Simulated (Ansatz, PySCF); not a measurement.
This PySCF input computes a PBE/def2-TZVPD energy:

```python
from pyscf import gto, scf, dft

mol = gto.M(
    atom='''
    S    -0.00339682   -0.00829351    1.17788329
    C     0.00170050    1.27084117   -0.10510870
    C    -0.00115788   -1.20666460   -0.05900771
    C     0.00485736    0.80468746   -1.38105410
    C     0.00306320   -0.63891180   -1.30946501
    H     0.00173214    2.28649150    0.27241401
    H    -0.00306457   -2.25722682    0.20206005
    H     0.00490248   -1.27628193   -2.19279362
    ''',
    basis='def2-tzvpd',
    charge=-1,
    spin=0,
    verbose=4,
)

mf = dft.RKS(mol, xc='pbe').density_fit(auxbasis='def2-universal-jkfit')
mf.grids.level = 3
mf.conv_tol = 1e-9
mf.max_cycle = 100
mf.max_memory = 1500
mf.kernel()
if not mf.converged:
    mf = mf.newton()
    mf.kernel(mf.make_rdm1())
mf.analyze()
```

**Question.** Write an input for the same energy in Ansatz (a program for electronic structure) and say what it gives.

**Answer.** 
Ansatz 0.2 input:
```yaml
crystal:
  periodic: [false, false, false]
  atoms:
    - {symbol: S, position_ang: [-0.00339682, -0.00829351, 1.17788329]}
    - {symbol: C, position_ang: [0.00170050, 1.27084117, -0.10510870]}
    - {symbol: C, position_ang: [-0.00115788, -1.20666460, -0.05900771]}
    - {symbol: C, position_ang: [0.00485736, 0.80468746, -1.38105410]}
    - {symbol: C, position_ang: [0.00306320, -0.63891180, -1.30946501]}
    - {symbol: H, position_ang: [0.00173214, 2.28649150, 0.27241401]}
    - {symbol: H, position_ang: [-0.00306457, -2.25722682, 0.20206005]}
    - {symbol: H, position_ang: [0.00490248, -1.27628193, -2.19279362]}
basis:
  gaussian:
    orbitals: def2-TZVPD
hamiltonian:
  xc: {name: PBE}
total_charge: -1
output: {forces: true}
```
It gives -552.07876 Eh, and PySCF -552.07883 Eh, a difference of 0.07 mEh, from the treatment of integrals and grids.

It need not be the lowest isomer of its formula. Whether it binds its extra electron was not tested at this geometry.
